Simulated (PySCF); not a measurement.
## How strong are the bonds of methylsilane?

Parent: `C[SiH3]` (CH6Si). Coordinates in Å; atoms count from 1 in this order:
```
C    -0.9824   -0.1129    0.0217
Si    0.8836    0.1054   -0.0307
H    -1.4386    0.5860    0.7391
H    -1.2477   -1.1369    0.3257
H    -1.4253    0.0754   -0.9681
H     1.2426    1.4971   -0.4459
H     1.5009   -0.8468   -1.0057
H     1.4847   -0.1494    1.3154
```

Energies: M06-2X/def2-TZVP (PySCF, density fitting, integration grid level 3) on PBE0-D3(BJ)/def2-SVP structures. Zero-point and thermal terms (298.15 K, 1 bar) come from unscaled PBE0-D3(BJ)/def2-SVP harmonic frequencies, with soft modes damped to free rotors in the entropy.

```csv
bond,r / Å,radicals,BDE(298 K) / kJ/mol,BDFE / kJ/mol,D₀ / kJ/mol,Dₑ / kJ/mol
C1–Si2,1.879,CH3• + SiH3•,365,318,357,384
Si2–H,1.496,C[SiH2] + H•,375,337,369,395
C1–H,1.101,[CH2][SiH3] + H•,420,380,413,450
```

Homolysis to relaxed radicals in the gas phase; the table need not hold every single bond outside rings.

Weakest of these: C1–Si2 (365 kJ/mol); strongest: C1–H (420 kJ/mol).
